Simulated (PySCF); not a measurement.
## Electronic absorption of pyrimidine

Compound: pyrimidine, C₄H₄N₂.
SMILES: `C1=CN=CN=C1`

Method used: PySCF 2.14.0, density-fitted response routines, TDDFT CAM-B3LYP/def2-SVPD, vertical, gas phase, core orbitals frozen in the response. Isolated species at its GFN2-xTB geometry, gas phase.

```tsv
state	λ (nm)	E (eV)	f	symmetry	main configurations (H = HOMO, L = LUMO)
S1	272.6	4.55	0.0055	B1 or B2	H→L (99%)
S2	254.0	4.88	0.0000	–	H→L+1 (99%)
S3	208.3	5.95	0.044	B1 or B2	H-1→L (74%), H-3→L+1 (24%)
S4	208.2	5.95	0.0004	–	H-2→L (96%)
S5	199.3	6.22	0.0056	B1 or B2	H-2→L+1 (99%)
S6	181.8	6.82	0.049	A1	H-1→L+1 (75%), H-3→L (23%)
S7	167.2	7.42	0.0001	–	H→L+2 (87%), H→L+4 (8%)
S8	159.0	7.80	0.446	A1	H-3→L (72%), H-1→L+1 (22%)
```

Triplets (Tamm–Dancoff): T1 4.02 eV, H→L (96%); T2 4.56 eV, H→L+1 (89%); T3 4.56 eV, H-1→L+1 (72%), H-3→L (24%).

The lowest singlet comes at 273 nm (439 kJ/mol) in the ultraviolet; it is weak; its leading configuration is HOMO→LUMO (99%). The strongest level in the table is S8 at 7.80 eV (159 nm, f = 0.446). It is the last of those listed, so stronger ones may follow. S3/S4 lie within about 0.01 eV of each other. Löwdin shares by element: HOMO nitrogen 69%, carbon 14% or more (atoms not listed hold the other 17%); LUMO carbon 43% or more, nitrogen 36% (atoms not listed hold the other 20%). Weighted by f, the mean energy of these states is 7.51 eV. Of the 8 states listed, 3 reach f = 0.01 and 3 stay under 0.0005. Orbital energies (eV): HOMO-3 -10.65, HOMO-2 -10.19, HOMO-1 -9.72, HOMO -8.90, LUMO -0.20, LUMO+1 0.14, LUMO+2 1.40. No computed singlet lies in the visible range (380 to 750 nm); the lowest, at 273 nm, stands 1.29 eV above its violet end (3.26 eV). Symmetry labels in C2v follow from the direction of the transition dipole and are given only for states with f of 0.002 or more; B1 and B2 swap with the choice of axes. The window holds the lowest 8 singlets.
